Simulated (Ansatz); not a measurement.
**CH7BS (built from SMILES BC.S): a barrier at many levels of theory**

Aim: the barrier and energy of one elementary step (C2–H5 formed, B1–C2 broken, H5–S6 broken) from LDA up to coupled cluster, on fixed structures, to see where each rung fails.

Program: Ansatz 0.2.0, Gaussian basis. Level of theory: single points in def2-TZVPP on PBE0-D4/def2-TZVP structures. These are calculated values, not measurements.

Levels: SPW92, PBE-D4, BLYP-D4, r2SCAN-D4, B97M-V, PBE0-D4, B3LYP-D4, r2SCAN0-D4, BHLYP-D4, CAM-B3LYP-D4, wB97X-V, wB97M-V, B2PLYP, PBE-QIDH, RPA on PBE, Hartree-Fock, MP2, CCSD, CCSD(T). The reference is CCSD(T) at the basis limit, from triple and quadruple zeta. Zero-point energies come from PBE0-D4 vibrations.

Cores are frozen in the correlated methods. B3LYP uses VWN-RPA correlation. B2PLYP carries no dispersion term here.

23 further runs of the same task are left out: 23 set aside as unsound or not needed.

**1. Start, saddle and end, as given**

Charge 0, multiplicity 1. The folders r, ts and p hold the start, the saddle and the end; their coordinates stand in the first inputs.

```csv
pair,r (Å),ts (Å),p (Å)
C2–H5,3.080,1.460,1.090
B1–C2,1.595,1.734,3.496
H5–S6,1.347,1.619,3.584
```

**2. wB97M-V/def2-TZVPP**

Input file r/in.yaml:

```yaml
crystal:
  periodic: [false, false, false]
  atoms:
    - {symbol: B, position_ang: [-0.738512, 0.045464, -0.389477]}
    - {symbol: C, position_ang: [0.783357, 0.094535, -0.865637]}
    - {symbol: H, position_ang: [-1.388257, -0.929356, -0.703182]}
    - {symbol: H, position_ang: [-1.383915, 1.067920, -0.483311]}
    - {symbol: H, position_ang: [0.037693, 0.747652, 2.050029]}
    - {symbol: S, position_ang: [-0.835620, -0.174604, 1.601039]}
    - {symbol: H, position_ang: [0.810223, 0.210778, -1.954605]}
    - {symbol: H, position_ang: [1.344502, 0.939325, -0.450829]}
    - {symbol: H, position_ang: [1.342659, -0.820009, -0.638825]}
    - {symbol: H, position_ang: [0.027972, -1.181706, 1.834800]}
basis:
  gaussian: {orbitals: def2-TZVPP}
hamiltonian: {xc: {name: wB97M-V}}
```

Input file ts/in.yaml:

```yaml
crystal:
  periodic: [false, false, false]
  atoms:
    - {symbol: B, position_ang: [-0.796466, 0.019967, -0.202897]}
    - {symbol: C, position_ang: [0.865085, 0.212226, -0.660461]}
    - {symbol: H, position_ang: [-1.172098, -1.050012, -0.573131]}
    - {symbol: H, position_ang: [-1.379559, 1.019662, -0.501535]}
    - {symbol: H, position_ang: [0.259039, 0.203013, 0.667973]}
    - {symbol: S, position_ang: [-0.855787, 0.058205, 1.833000]}
    - {symbol: H, position_ang: [0.657072, 0.253017, -1.731783]}
    - {symbol: H, position_ang: [1.383107, 1.138786, -0.399633]}
    - {symbol: H, position_ang: [1.520432, -0.640730, -0.475777]}
    - {symbol: H, position_ang: [-0.480723, -1.214133, 2.044245]}
basis:
  gaussian: {orbitals: def2-TZVPP}
hamiltonian: {xc: {name: wB97M-V}}
```

Input file p/in.yaml:

```yaml
crystal:
  periodic: [false, false, false]
  atoms:
    - {symbol: B, position_ang: [-1.683387, -0.294310, 0.268936]}
    - {symbol: C, position_ang: [1.551951, 0.491267, -0.797470]}
    - {symbol: H, position_ang: [-1.463856, -1.320278, -0.292791]}
    - {symbol: H, position_ang: [-2.058733, 0.683630, -0.299198]}
    - {symbol: H, position_ang: [1.445120, 0.878991, 0.215118]}
    - {symbol: S, position_ang: [-1.481843, -0.138259, 2.015960]}
    - {symbol: H, position_ang: [0.720276, 0.839852, -1.410007]}
    - {symbol: H, position_ang: [2.489338, 0.844427, -1.226746]}
    - {symbol: H, position_ang: [1.552753, -0.598311, -0.771441]}
    - {symbol: H, position_ang: [-1.071517, -1.387006, 2.297642]}
basis:
  gaussian: {orbitals: def2-TZVPP}
hamiltonian: {xc: {name: wB97M-V}}
```

No record of the launch command was kept for these runs.

After this run come: CCSD(T)/def2-TZVPP; MP2/def2-QZVPP; Vibrations of the start structure; Vibrations of the end structure.

**Question.** What will these runs give? Wanted: barrier, CCSD(T)/CBS; reverse barrier, CCSD(T)/CBS; step energy, CCSD(T)/CBS; barrier with zero-point energy; step energy with zero-point energy; imaginary mode at the saddle; largest T1 diagnostic.

The runs gave:

| quantity | value |
| --- | --- |
| barrier, CCSD(T)/CBS | 1.066 eV |
| reverse barrier, CCSD(T)/CBS | 1.762 eV |
| step energy, CCSD(T)/CBS | -0.696 eV |
| barrier with zero-point energy | 1.006 eV |
| step energy with zero-point energy | -0.728 eV |
| imaginary mode at the saddle | 947i cm⁻¹ |
| largest T1 diagnostic | 0.013 |

**Reading.** B3LYP-D4 is the best functional here (-0.002 eV from CCSD(T)/CBS); SPW92 is the worst (-0.347 eV). Mean unsigned error by rung: LDA 0.347, GGA 0.161, meta-GGA 0.120, hybrid 0.090, range-separated hybrid 0.029, double hybrid 0.022 eV. PBE-D4 gives a barrier 0.238 eV too low, outside chemical accuracy (1 kcal/mol, 0.043 eV). Every functional without exact exchange puts the barrier too low, the usual mark of self-interaction error, which favours the spread-out density of a saddle. The barrier rises with the share of exact exchange, from BLYP-D4 through B3LYP-D4 to BHLYP-D4 (-0.084, -0.002, +0.158 eV). Hartree-Fock, with no correlation, is off by +0.473 eV. Zero-point motion lowers the barrier by 0.060 eV.
